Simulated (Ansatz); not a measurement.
hcp Re was calculated with r²SCAN+SOC (plane waves, PAW; Ansatz, an electronic-structure program).

Numerical settings: plane-wave cutoff 560 eV, 24×24×12 k mesh (along the axes of the cell as run), Fermi–Dirac smearing 0.05 eV, PAW data made under PBE.

Cell (relaxed at this level):

Space group P6₃/mmc (No. 194); a = b = 2.7606 Å, c = 4.4605 Å, α = β = 90.00°, γ = 120.00°

| atom | site | symmetry | x | y | z |
|---|---|---|---|---|---|
| Re | 2c | -6m2 | 0.3333 | 0.6667 | 0.2500 |

**Question.** Predict the bulk modulus B0 and pressure derivative B′ of the bulk modulus.

**Answer.** 
- bulk modulus B0 = 384 GPa
- pressure derivative B′ of the bulk modulus = 4.4

The run finds no gap.

Measured, for comparison: bulk modulus 369 GPa (zero-point energy and finite temperature contributions removed, our sources range from 369 to 381; as tabulated in doi:10.1021/acs.jctc.3c00612). Computed (rounded) less measured: bulk modulus +4 % (+0.8 % to +4 % over the range).

Note: the bulk modulus comes from volumes at which shape and atoms were relaxed.

The computed numbers hold no vibrational or temperature effects.

The result took very roughly 70 core-minutes.
